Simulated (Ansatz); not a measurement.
Voigt–Reuss–Hill bulk modulus of litharge SnO at several levels of theory

No measured value is used here.

```tsv
level (code)	value (GPa)	cell (Å³/atom)
PBE (Ansatz)	…	18.97
rVV10 (Ansatz)	…	18.71
r²SCAN (Ansatz)	37.3	17.89
r²SCAN-D4 (Ansatz)	43.5	17.36
r²SCAN+rVV10 (Ansatz)	43.9	17.15
HSE06 (Ansatz)	34.5	18.11
```

### Question
What belongs in the gaps?

### Answer

- PBE (Ansatz, a quantum-chemistry and plane-wave program), value (GPa): 29.6
- rVV10 (Ansatz), value (GPa): 39.1

PBE, r²SCAN, HSE06: the cell comes from a level without a dispersion term, which matters for the spacing of layers, chains or molecules. r²SCAN-D4: the dispersion coefficients are held fixed in the derivatives. r²SCAN+rVV10: the solid has no gap at this level, which affects its response. Each level is taken at its own relaxed cell. Cutoffs and k meshes differ between the levels. Ansatz's density-functional and Hartree–Fock values are scalar-relativistic unless marked +SOC, with PAW data made under PBE.
